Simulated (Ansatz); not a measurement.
Cost and result for the atomization energy of C$_{3}$H$_{5}$F$_{2}$N (`N=C(CF)CF`) (11 atoms, 10 bonds).

```json
{"atom": "N1", "x (Å)": "1.645", "y (Å)": "0.425", "z (Å)": "-0.047"}
{"atom": "C2", "x (Å)": "0.435", "y (Å)": "0.075", "z (Å)": "-0.054"}
{"atom": "C3", "x (Å)": "0.041", "y (Å)": "-1.157", "z (Å)": "-0.817"}
{"atom": "F4", "x (Å)": "-1.276", "y (Å)": "-1.078", "z (Å)": "-1.234"}
{"atom": "C5", "x (Å)": "-0.674", "y (Å)": "0.769", "z (Å)": "0.687"}
{"atom": "F6", "x (Å)": "-0.175", "y (Å)": "1.821", "z (Å)": "1.417"}
{"atom": "H7", "x (Å)": "1.776", "y (Å)": "1.239", "z (Å)": "0.553"}
{"atom": "H8", "x (Å)": "0.688", "y (Å)": "-1.277", "z (Å)": "-1.687"}
{"atom": "H9", "x (Å)": "0.134", "y (Å)": "-2.038", "z (Å)": "-0.173"}
{"atom": "H10", "x (Å)": "-1.172", "y (Å)": "0.072", "z (Å)": "1.370"}
{"atom": "H11", "x (Å)": "-1.421", "y (Å)": "1.149", "z (Å)": "-0.015"}
```

The species carries charge 0 and has multiplicity 1. Geometry: relaxed with PBE0-D4/def2-TZVP. It is one conformer, not always the lowest. Program: Ansatz. All runs use 4 threads of an Arm Neoverse V1 on a shared host. Times are those of one run each, without the atoms' runs, and a repeat can differ threefold. Electronic energies, without spin–orbit coupling; frozen cores. CCSD(T)/CBS adds CCSD(T) − MP2 in def2-TZVPP to the MP2 limit, and its time is that of the two runs behind it. T1 = 0.012. B3LYP takes the VWN-RPA correlation (the form of Gaussian; ORCA's B3LYP/G).

CCSD(T)/CBS is a level of theory with its own doubt, some kJ/mol a heavy atom from the limit and from the frozen cores, so smaller differences don't rank the functionals.

```csv
level,functions,wall time,atomization (kJ/mol),difference from CCSD(T)/CBS,per bond
PBE-D4/def2-TZVPP (with forces),256,2.7 s,4558.7,171.1,17.1
PBE0-D4/def2-TZVPP,256,2.8 s,4427.6,40.0,4.0
B3LYP-D4/def2-TZVPP (with forces),256,4.9 s,4400.6,13.0,1.3
r2SCAN-D4/def2-TZVPP (with forces),256,6 s,4401.6,14.0,1.4
B2PLYP/def2-TZVPP,256,6 s,4355.1,-32.5,-3.2
ωB97X-V/def2-TZVPP,256,8.5 s,4409.2,21.6,2.2
ωB97M-V/def2-TZVPP (with forces),256,12 s,4412.5,24.9,2.5
MP2/def2-QZVPP,492,40 s,4446.7,59.1,5.9
CCSD(T)/def2-TZVPP,256,4.5 min,4267.0,-120.6,-12.1
CCSD(T)/CBS(def2),–,5.2 min,4387.6,0.0,0.0
```

From PBE to PBE0 (25 % exact exchange), in def2-TZVPP and without D4, the atomization energy moves by −128.1 kJ/mol: exact exchange takes away binding that semilocal exchange gives to molecules. The D4 term adds +29.5 kJ/mol with B3LYP and +15.5 kJ/mol with PBE0; it sums over pairs of atoms, weighted by their polarisabilities, and B3LYP, whose exchange is more repulsive, gets the larger term. In def2-TZVPP, CCSD(T) changes the Hartree–Fock value by +1202.6 kJ/mol (the triples alone add +80.2 kJ/mol) and MP2 by +1311.1 kJ/mol; breaking electron pairs costs correlation energy, which Hartree–Fock lacks.
